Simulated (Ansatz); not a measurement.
Ansatz (a quantum-chemistry and plane-wave program) input (B3LYP-D3(BJ)/def2-TZVP):

Ansatz 0.2 input:
```yaml
crystal:
  periodic: [false, false, false]
  atoms:
    - {symbol: C, position_ang: [-0.07514060, 0.14679775, 0.59068434]}
    - {symbol: C, position_ang: [-0.08862685, 0.10476399, -0.63244627]}
    - {symbol: H, position_ang: [0.06840778, -0.15293326, -1.67828697]}
    - {symbol: H, position_ang: [0.10883598, -0.03831538, 1.64766126]}
basis:
  gaussian:
    orbitals: def2-TZVP
hamiltonian:
  xc: b3lyp
  dispersion: d3bj
total_charge: 1
magnetization: {spin_polarized: true, initial_magnetization: 1}
relax: {f_tol: 0.002, max_steps: 150}
```

Output:

```
Functional definition: B3LYP
integrals: 0.01 GiB planned
448 factors; their error is unknown
mean field: 0.16 GiB planned
mean field evaluation 1: about -2089.2233 eV, gradient 3.1e1 eV
mean field evaluation 2: about -2091.1477 eV, gradient 2.3e1 eV
mean field evaluation 4: about -2093.7946 eV, gradient 2.2e-1 eV
mean field evaluation 8: about -2093.7837 eV, gradient 4.0e-2 eV
mean field evaluation 16: about -2093.7837 eV, gradient 2.4e-4 eV
mean field evaluation 32: about -2093.7407 eV, gradient 2.9e0 eV
mean field -2093.78372435 eV, -76.9451326525 hartree, gradient 1.1e-8 eV, S^2 0.752525; 2 other end points of the search recorded, 0 dependent functions left out
the calculation of the forces begins
reference -2093.78389555 eV, -76.9451389438 hartree; 7, 6 occupied and 67, 68 virtual orbitals, 448 factors
relax step   1: F+E_penalty+E_count = -2093.84534731 eV  Δ(F+E_penalty+E_count) = +0.000e0 eV  max|allowed force component| = 2.087e0 eV/Å  Δτ_max = 0.0000 Å  (134 SCF iters, accepted)
these checks for a lower state are left out or cut short: starts, cluster_reference, orbital_swaps, neighbouring_geometries, increment
integrals: 0.01 GiB planned
448 factors; their error is unknown
mean field: 0.16 GiB planned
mean field -2093.85503526 eV, -76.9477532798 hartree, gradient 3.1e-9 eV, S^2 0.752310; 0 other end points of the search recorded, 0 dependent functions left out
the calculation of the forces begins
reference -2093.85520666 eV, -76.9477595786 hartree; 7, 6 occupied and 67, 68 virtual orbitals, 448 factors
relax step   2: F+E_penalty+E_count = -2093.91649391 eV  Δ(F+E_penalty+E_count) = -7.115e-2 eV  max|allowed force component| = 3.252e-1 eV/Å  Δτ_max = 0.0341 Å  (93 SCF iters, accepted)
these checks for a lower state are left out or cut short: starts, cluster_reference, orbital_swaps, neighbouring_geometries, increment
integrals: 0.01 GiB planned
448 factors; their error is unknown
mean field: 0.16 GiB planned
mean field evaluation 64: about -2093.9228 eV, gradient 1.4e-1 eV
mean field -2093.91184982 eV, -76.9498411766 hartree, gradient 6.6e-9 eV, S^2 0.752040; 0 other end points of the search recorded, 0 dependent functions left out
the calculation of the forces begins
reference -2093.91202351 eV, -76.9498475596 hartree; 7, 6 occupied and 67, 68 virtual orbitals, 448 factors
relax step   3: F+E_penalty+E_count = -2093.97310713 eV  Δ(F+E_penalty+E_count) = -5.661e-2 eV  max|allowed force component| = 4.898e-1 eV/Å  Δτ_max = 0.0854 Å  (108 SCF iters, accepted)
these checks for a lower state are left out or cut short: starts, cluster_reference, orbital_swaps, neighbouring_geometries, increment
integrals: 0.01 GiB planned
448 factors; their error is unknown
mean field: 0.16 GiB planned
mean field evaluation 96: about -2093.9436 eV, gradient 1.1e-2 eV
mean field -2093.94134032 eV, -76.9509249323 hartree, gradient 1.2e-10 eV, S^2 0.751939; 0 other end points of the search recorded, 0 dependent functions left out
the calculation of the forces begins
reference -2093.94151074 eV, -76.9509311951 hartree; 7, 6 occupied and 67, 68 virtual orbitals, 448 factors
relax step   4: F+E_penalty+E_count = -2094.00275611 eV  Δ(F+E_penalty+E_count) = -2.965e-2 eV  max|allowed force component| = 2.007e-1 eV/Å  Δτ_max = 0.0544 Å  (219 SCF iters, accepted)
these checks for a lower state are left out or cut short: starts, cluster_reference, orbital_swaps, neighbouring_geometries, increment
integrals: 0.01 GiB planned
448 factors; their error is unknown
mean field: 0.16 GiB planned
mean field evaluation 128: about -2093.9429 eV, gradient 5.9e-3 eV
mean field -2093.94287941 eV, -76.9509814929 hartree, gradient 4.4e-11 eV, S^2 0.751957; 0 other end points of the search recorded, 0 dependent functions left out
the calculation of the forces begins
reference -2093.94304999 eV, -76.9509877617 hartree; 7, 6 occupied and 67, 68 virtual orbitals, 448 factors
relax step   5: F+E_penalty+E_count = -2094.00423977 eV  Δ(F+E_penalty+E_count) = -1.484e-3 eV  max|allowed force component| = 4.981e-2 eV/Å  Δτ_max = 0.0065 Å  (249 SCF iters, accepted)
these checks for a lower state are left out or cut short: starts, cluster_reference, orbital_swaps, neighbouring_geometries, increment
integrals: 0.01 GiB planned
448 factors; their error is unknown
mean field: 0.16 GiB planned
mean field evaluation 160: about -2093.9547 eV, gradient 2.9e-4 eV
mean field -2093.94290423 eV, -76.9509824049 hartree, gradient 1.8e-10 eV, S^2 0.751959; 0 other end points of the search recorded, 0 dependent functions left out
the calculation of the forces begins
reference -2093.94307483 eV, -76.9509886744 hartree; 7, 6 occupied and 67, 68 virtual orbitals, 448 factors
relax step   6: F+E_penalty+E_count = -2094.00426129 eV  Δ(F+E_penalty+E_count) = -2.152e-5 eV  max|allowed force component| = 2.386e-3 eV/Å  Δτ_max = 0.0006 Å  (206 SCF iters, accepted)
these checks for a lower state are left out or cut short: starts, cluster_reference, orbital_swaps, neighbouring_geometries, increment
integrals: 0.01 GiB planned
448 factors; their error is unknown
mean field: 0.16 GiB planned
mean field evaluation 192: about -2093.9544 eV, gradient 3.6e-1 eV
mean field evaluation 224: about -2093.9429 eV, gradient 3.4e-6 eV
mean field -2093.94290436 eV, -76.9509824098 hartree, gradient 9.6e-10 eV, S^2 0.751959; 0 other end points of the search recorded, 0 dependent functions left out
the calculation of the forces begins
reference -2093.94307496 eV, -76.9509886793 hartree; 7, 6 occupied and 67, 68 virtual orbitals, 448 factors
relax step   7: F+E_penalty+E_count = -2094.00426137 eV  Δ(F+E_penalty+E_count) = -7.296e-8 eV  max|allowed force component| = 1.002e-4 eV/Å  Δτ_max = 0.0001 Å  (248 SCF iters, accepted)
integrals: 0.01 GiB planned
448 factors; their error is unknown
mean field: 0.16 GiB planned
mean field evaluation 256: about -2093.9429 eV, gradient 3.4e-4 eV
mean field evaluation 288: about -2093.9429 eV, gradient 7.3e-2 eV
mean field evaluation 320: about -2093.9429 eV, gradient 4.5e-1 eV
mean field -2093.94290436 eV, -76.9509824098 hartree, gradient 3.0e-10 eV, S^2 0.751959; 3 other end points of the search recorded, 0 dependent functions left out
the calculation of the forces begins
reference -2093.94307496 eV, -76.9509886793 hartree; 7, 6 occupied and 67, 68 virtual orbitals, 448 factors
Total energy: -2094.00443197 eV, -76.9532435077 hartree
Atom 0 at     0.010871     0.036506     0.603139 Å, force     0.000041     0.000094    -0.000051 eV/Å
Atom 1 at    -0.004139    -0.006347    -0.639333 Å, force    -0.000018    -0.000100     0.000054 eV/Å
Atom 2 at    -0.017181    -0.043585    -1.718158 Å, force    -0.000000     0.000039    -0.000012 eV/Å
Atom 3 at     0.023925     0.073739     1.681964 Å, force    -0.000022    -0.000033     0.000009 eV/Å
Dipole moment:     0.000002    -0.000000     0.000000 e Å
```
